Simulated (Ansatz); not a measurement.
**Relaxing CaRe2**

Theory: Ansatz 0.2.0, DFT PBE, scalar-relativistic, plane waves, PAW. Cutoff 420 eV, Γ-centred k mesh, Gaussian smearing, no spin polarisation in the final step.

CaRe2 was placed on the fluorite structure type (Fm-3m, No. 225), with Re in place of F, at a guessed volume.

```xyz
3
Lattice="0.0000 3.0317 3.0317 3.0317 0.0000 3.0317 3.0317 3.0317 0.0000" Properties=species:S:1:pos:R:3 pbc="T T T"
Ca    0.0000    0.0000    0.0000
Re    1.5159    1.5159    1.5159
Re    4.5476    4.5476    4.5476
```

Steps on the 6×6×6 mesh (3 atoms). 4 of 5 steps are shown, and the free energy counts from the last. Trial steps that were taken back and renewals of the plane-wave basis can be among the rows.

```
step  ΔF (meV/atom) V (Å³/atom) P (GPa)
   1           45.1        18.58     9.36
   2            7.3        20.95    -2.79
   3            0.9        20.35    -0.43
   5            0.0        20.26    -0.02
```

A final relaxation ran on a 14×14×14 mesh. The relaxed crystal, Fm-3m (No. 225):

```
Ca Re
1.0
     0.00000    3.12227    3.12227
     3.12227    0.00000    3.12227
     3.12227    3.12227    0.00000
Ca Re
1 2
Direct
  0.00000 0.00000 0.00000
  0.25000 0.25000 0.25000
  0.75000 0.75000 0.75000
```

```
Volume per atom          : 20.29 Å³
Density                  : 11.25 g/cm³
Energy over the elements : 2.70 eV/atom
Gap on the 14×14×14 mesh : 0 eV (a metal)
```

Energies over the elements count from the elements' standard structures at the same level, with no empirical corrections.

The final run used a 14×14×14 mesh on its 3-atom cell and 0.10 eV smearing. For metals, differences of a few meV/atom aren't resolved. Spin–orbit coupling is left out.

Symmetry constrained the relaxation, so the result can be a saddle point.

Cost: 3 runs of about 1.1 core-minutes in all, on Intel Xeon Platinum 8259CL (Skylake/Cascade Lake) (shared hosts).